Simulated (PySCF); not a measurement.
A GIAO shielding run with PySCF 2.14 (density fitting, non-relativistic, gas phase) on `CN1CCCC1`, C5H11N:

```
$ OMP_NUM_THREADS=1 python probes_run.py task.json out

{"job": {"kind": "nmr", "xc": "B97-2", "basis": "pcSseg-2", "pop": false}, "charge": 0, "multiplicity": 1}
C      2.012635    -0.316598    -0.475387
N      0.779195    -0.024061     0.199135
C     -0.164628    -1.122953     0.209542
C     -1.490273    -0.484317     0.637272
C     -1.285111     1.024390     0.393211
C      0.041501     1.093082    -0.349596
H      1.861824    -0.590798    -1.536601
H      2.674703     0.551624    -0.440730
H      2.521543    -1.148227     0.018119
H      0.174192    -1.916363     0.880867
H     -0.265155    -1.566160    -0.799963
H     -2.320014    -0.883361     0.051808
H     -1.709745    -0.684854     1.686538
H     -2.101488     1.478277    -0.170271
H     -1.202048     1.554954     1.343158
H      0.582339     2.030258    -0.195702
H     -0.119158     0.973104    -1.439493
```

Hardware: 1 thread of an Arm Neoverse V1, shared host. The job also computes ring-centre shieldings.

Problem. How large is the calculation?

Solution. 48 electrons, 370 basis functions and 939 auxiliary functions.

Problem. How long does it take, and how much memory does it need?

Solution. 59 s of wall time, with 12 SCF cycles and 4 response iterations; peak memory 1.5 GiB. Times on a shared host scatter by some tens of per cent.

Problem. And these other runs on the same molecule and hardware: GIAO shielding at KT3/pcSseg-2; GIAO shielding at PBE0/pcSseg-2; GIAO shielding at wB97X-D/pcSseg-2?

Solution. KT3/pcSseg-2: 370 functions, 89 s; PBE0/pcSseg-2: 370 functions, 73 s; wB97X-D/pcSseg-2: 370 functions, 82 s.
